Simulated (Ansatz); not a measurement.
# SiPH+ (doublet): the correlation ladder, def2-QZVPP

One table from this session's results is given with a row withheld; the runs are named, their logs left out.

Computed with Ansatz 0.2.0, Gaussian basis. Level: def2-QZVPP, core rule «outside noble gas», up to 10 orbitals frozen.

The runs, in order: UHF; ROHF; CCSD(T) on UHF.

2 further runs of the same task are left out: 2 set aside as unsound or not needed.

## The system

The geometry is a PBE0/def2-TZVP stationary point (not a proven minimum) of the parent state, kept for this charge and spin.

3 atoms, charge 1, spin multiplicity 2.

Atoms are counted from 1 here; the program's logs count them from 0.

Bond lengths: Si1–P2 1.944 Å, Si1–H3 1.483 Å. Angles: P2–Si1–H3 180.0°.

Coordinates:

| atom | x (Å) | y (Å) | z (Å) |
| --- | --- | --- | --- |
| Si1 | 0.0000 | 0.0000 | 0.1538 |
| P2 | 0.0000 | 0.0000 | -1.7906 |
| H3 | 0.0000 | 0.0000 | 1.6368 |

Set-up of the first run:

in.yaml reads:

```yaml
crystal:
  periodic: [false, false, false]
  atoms:
    - {symbol: Si, position_ang: [0.000000, 0.000000, 0.153800]}
    - {symbol: P, position_ang: [0.000000, 0.000000, -1.790600]}
    - {symbol: H, position_ang: [0.000000, 0.000000, 1.636800]}
basis:
  gaussian: {orbitals: "def2-QZVPP.json"}
total_charge: 1
magnetization: {spin_polarized: true, initial_magnetization: 1}
hamiltonian: {xc: hf}
output: {orbitals: {seedname: orbitals}}
```

Launch:

```bash
> ansatz run in.yaml --threads 1 --pin off --events-out ev --progress --plain --max-ram 2393MiB
```

Among the steps run: UHF; ROHF; CCSD(T) on UHF.

One table of the session follows, with a row left open; its other results are not shown here.

It belongs to the step «Misses and costs». 

```
  method  from UCCSD(T) (kJ/mol)
    ROHF                       ?
     UHF                  +685.5
    UMP2                  +125.1
   UCCSD                   +39.1
UCCSD(T)                       0
```

**Question.** Estimate the row for ROHF.

As computed: from UCCSD(T) (kJ/mol): +697.1. In the column «from UCCSD(T) (kJ/mol)» it is the highest.
